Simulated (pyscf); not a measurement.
Single points on ωB97X-D3(BJ)/def2-SVP structures (PySCF, gas phase). MP2 and CC: frozen core, UHF for open shells. ΔMP2 is the change of the MP2 total energy from the triple- to the quadruple-zeta basis.

Problem. How much does it cost (ΔH, 298 K, CCSD(T)/def2-TZVPP + ΔMP2(QZVPP)) to split boron trifluoride (F–B(F)–F) at its B–F bond into F• + [F–B–F]•?

Solution. B–F to F• + [F–B–F]•: 170.3 kcal/mol. The radicals are drawn with the spin at the cut bond; how far it spreads was not checked. The CCSD(T) − MP2 part came from Ansatz, without density fitting, on the same reference. Left out: the spin-orbit lowering of F.
